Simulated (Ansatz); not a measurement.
`NCC=C=O` and `C=C=O` differ in one atom or group.

Ansatz, PBE0-D4/def2-TZVP geometries, multiplicity 1. Each molecule was computed in one conformer, which needn't be the lowest.

```tsv
property	`NCC=C=O`
LUMO energy (PBE0/def2-TZVPP) / eV	-0.82
LUMO energy (ωB97M-V/def2-TZVPP) / eV	1.41
HOMO–LUMO gap (PBE0/def2-TZVPP) / eV	5.96
HOMO–LUMO gap (ωB97M-V/def2-TZVPP) / eV	10.40
size of the dipole moment (ωB97M-V/def2-TZVPP) / D	2.70
size of the dipole moment (B3LYP/def2-TZVPP) / D	2.75
```

**Question.** Give the same properties after the change, and the shifts. (Best estimate.)

**Answer.** Computed: 
| property | `C=C=O` | shift |
| --- | --- | --- |
| LUMO energy (PBE0/def2-TZVPP) / eV | -0.91 | -0.09 |
| LUMO energy (ωB97M-V/def2-TZVPP) / eV | 1.41 | 0.00 |
| HOMO–LUMO gap (PBE0/def2-TZVPP) / eV | 6.21 | 0.25 |
| HOMO–LUMO gap (ωB97M-V/def2-TZVPP) / eV | 10.77 | 0.37 |
| size of the dipole moment (ωB97M-V/def2-TZVPP) / D | 1.40 | -1.30 |
| size of the dipole moment (B3LYP/def2-TZVPP) / D | 1.45 | -1.30 |

With PBE0 the HOMO falls by 0.35 eV and the LUMO falls by 0.09 eV, so the gap widens by about 0.26 eV. PBE moves the HOMO by -0.33 eV and ωB97M-V by -0.36 eV. The zero-point energy changes by -124.7 kJ/mol with -15 modes. Dipoles are sizes alone; their direction can turn.

B3LYP here is the variant with VWN-RPA as its local correlation; programs differ in this.
